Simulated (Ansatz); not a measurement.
Compare A (`CC1(O)C=NC1`) with its isomer B (`CC1C=NCO1`).

Computed with Ansatz on PBE0-D4/def2-TZVP structures; ΔE is electronic, products minus reactants. CBS: MP2 limit from def2 TZ/QZ plus the TZ coupled-cluster correction, frozen cores. DFT in def2-TZVPP. B3LYP here is the variant with VWN-RPA as its local correlation; programs differ in this. One conformer a species, not always the lowest.

A:

Z-matrix (Å, degrees):
```
C
C 1 1.507
H 1 1.091 2 110.9
H 1 1.092 2 109.6 3 -120.3
H 1 1.092 2 110.2 3 120.6
O 2 1.404 1 107.3 3 179.7
C 2 1.514 1 116.0 3 -46.3
C 2 1.559 1 116.0 3 45.7
H 6 0.962 2 108.9 1 179.3
N 7 1.279 2 99.2 1 112.1
H 7 1.091 2 134.3 1 -66.3
H 8 1.093 2 117.3 1 3.3
H 8 1.093 2 114.6 1 133.5
```

B:

```xyz
13

C     1.429   -0.962    0.129
C    -0.026   -0.575    0.310
C    -0.234    0.766    0.952
N    -0.913    1.572    0.257
C    -1.278    0.880   -0.952
O    -0.674   -0.405   -0.935
H     1.966   -0.185   -0.419
H     1.911   -1.108    1.099
H     1.499   -1.895   -0.432
H    -0.538   -1.356    0.895
H     0.161    1.037    1.928
H    -2.371    0.789   -1.004
H    -0.933    1.442   -1.827
```

**Question.** Which is lower in electronic energy at CCSD(T)/CBS, and by how much? (An estimate is asked.)

**Answer.** The calculation gave: B, by 18.7 kcal/mol.

**Question.** Give E(B) − E(A) in kcal/mol with MP2/def2-TZVPP, B3LYP-D4, CCSD/def2-TZVPP, r2SCAN-D4, ωB97M-V, PBE-D4, B3LYP. (An estimate is asked.)

**Answer.** Ansatz gave: MP2/def2-TZVPP -18.7, B3LYP-D4 -21.3, CCSD/def2-TZVPP -19.7, r2SCAN-D4 -21.3, ωB97M-V -19.4, PBE-D4 -19.6, B3LYP -21.4. None reverses the order clearly.

Largest T1 diagnostic: 0.012.

In def2-TZVPP, CCSD(T) changes the Hartree–Fock value by +4.5 kcal/mol (the triples alone add +0.5 kcal/mol) and MP2 by +5.0 kcal/mol. From PBE to PBE0 (25 % exact exchange), in def2-TZVPP and without D4, E(B) − E(A) moves by −0.8 kcal/mol.
